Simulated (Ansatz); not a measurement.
Basis-set series for CH3FO, SMILES `OCF`. Total charge 0; spin multiplicity 1. The structure was optimised at the PBE0-D4/def2-TZVP level. It is one conformer, not always the lowest.

| atom | x (Å) | y (Å) | z (Å) |
| --- | --- | --- | --- |
| O1 | -0.092 | -1.068 | -0.149 |
| C2 | -0.191 | 0.285 | 0.042 |
| F3 | 0.533 | 0.976 | -0.910 |
| H4 | 0.797 | -1.356 | 0.077 |
| H5 | 0.195 | 0.608 | 1.016 |
| H6 | -1.241 | 0.555 | -0.077 |

```tsv
functional	basis	functions	energy (Eh)	HOMO (eV)	LUMO (eV)
PBE0-D4	def2-SVP	57	-214.58119	-8.85	1.71
PBE0-D4	def2-TZVPP	135	-214.84492	-9.12	0.99
ωB97M-V	def2-SVP	57	-214.72566	-11.30	3.38
ωB97M-V	def2-TZVPP	135	-214.99678	-11.58	2.43
```

Q: Give the rows for def2-QZVPP. (An estimate is asked.)

A: The calculation gave: 
```csv
functional,basis,functions,energy (Eh),HOMO (eV),LUMO (eV)
PBE0-D4,def2-QZVPP,261,-214.85697,-9.18,0.52
ωB97M-V,def2-QZVPP,261,-215.00859,-11.65,1.69
```

Positive LUMOs are unbound and depend on the basis.

Computed with Ansatz.
